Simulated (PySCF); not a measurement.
# MgS at PBE0

Computed with PBE0; Mg 6-311G(d,p), S 6-311G(d,p); no relativity (PySCF 2.14).

```
state                                           : ³Σ⁺ (triplet), unpaired electrons σ ↑↑, a second solution, started from another occupation
bond length                                     : 4.363 bohr
harmonic wavenumber                             : 394 cm⁻¹
force constant                                  : 1.25 mdyn/Å
rotational constant Be                          : 0.2307 cm⁻¹
anharmonicity ωexe                              : 1.94 cm⁻¹
vibration–rotation constant αe                  : 0.00168 cm⁻¹
energy of the minimum from ground-state Mg + S  : -0.61 eV
bond order (Mayer)                              : 0.90
dipole moment (positive dipole means Mg(−)S(+)) : -3.63 D
```
